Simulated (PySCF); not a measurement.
**Computed NMR parameters against published values**

Mapped SMILES: `[CH3:1][c:2]1[cH:3][cH:4][cH:5][s:6]1` (H(Xn): hydrogen on atom n).

Published estimates (parent shift plus substituent increments) and measurements: δ 1H H(C5) 7.07; H(C4) 6.89; H(C3) 6.75 ppm (estimated from measurements, as parent shift plus tabulated substituent increment; solution, not stated per compound (mostly CDCl3 or CCl4); Pretsch, Buehlmann, Badertscher, Structure Determination of Organic Compounds, 4th ed. (2009)).
δ 33S S6 178.0 ppm (measured; liquid, neat; H. L. Retcofsky, R. A. Friedel, J. Am. Chem. Soc. 94 (1972) 6579).

Rapidly exchanging positions averaged, isolated molecule, single conformer, non-relativistic. Geometry from PBE0-D3(BJ)/def2-SVP; NMR shieldings at PBE/pcSseg-2/GIAO; PySCF 2.14.

(1) How close does the calculation come?

(2) How far are the unscaled 1H shifts from the references?

## Answers

(1) 
Reference values: estimated from measurements, as parent shift plus tabulated substituent increment (solution, not stated per compound (mostly CDCl3 or CCl4); Pretsch, Buehlmann, Badertscher, Structure Determination of Organic Compounds, 4th ed. (2009)).
```
atoms  quantity  reference  computed
H(C5)      δ 1H       7.07      7.10
H(C4)      δ 1H       6.89      6.99
H(C3)      δ 1H       6.75      6.89
```

Reference values: measured (liquid, neat; H. L. Retcofsky, R. A. Friedel, J. Am. Chem. Soc. 94 (1972) 6579).
```json
{"atoms": "S6", "quantity": "δ 33S vs CS2", "reference": "178.0", "computed": "265.3"}
```

Computed shifts are σ(ref) − σ with the named reference compound (TMS for H and C) calculated as an isolated molecule at the same level.

(2) Mean signed difference +0.09 ppm, mean absolute 0.09 ppm over 3 comparisons; the largest is +0.14 ppm at H(C3) (hydrogen on an aromatic CH).
